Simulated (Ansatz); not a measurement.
Input for Ansatz (development build ahead of 0.2.0):

```yaml
crystal:
  periodic: [false, false, false]
  atoms:
    - { symbol: S, position_ang: [0.0, 0.0, -0.34162] }
    - { symbol: O, position_ang: [0.0, 1.1504, 0.34162] }
    - { symbol: O, position_ang: [0.0, -1.1504, 0.34162] }
basis:
  gaussian: { orbitals: def2-TZVP }
hamiltonian:
  xc: hf
```

The input is written out in the form of the current development build from the run's settings.

The run gave:

```yaml
Converged: yes
Total_energy: -547.29483 hartree
Spin_squared_of_the_determinant: 0.000
```

Caution: no unrestricted run beside it, a lower state can exist.
